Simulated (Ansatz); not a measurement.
CH₄BCl, SMILES `CBCl` at its PBE0-D4/def2-TZVP geometry, where that method's forces vanish. The species carries charge 0 and has multiplicity 1.

```xyz
7

C     0.7112   -0.0463    0.1042
B    -0.8285   -0.0325   -0.0576
Cl   -1.6336    1.1222   -1.0979
H     1.2428    0.6912   -0.4969
H     1.0939   -1.0470   -0.1296
H     0.9585    0.1100    1.1618
H    -1.5443   -0.7975    0.5159
```

(1) What forces (eV/Å) does PBE-D4/def2-TZVPP give on these atoms in the Gaussian-basis code of Ansatz? (An estimate is asked.)

## Answers

(1) The calculation gave: 
```
C1  -0.130  0.037 -0.049
B2   0.049 -0.038  0.037
Cl3 -0.101  0.132 -0.121
H4   0.118  0.142 -0.113
H5   0.090 -0.195 -0.027
H6   0.066  0.013  0.205
H7  -0.092 -0.091  0.068
```
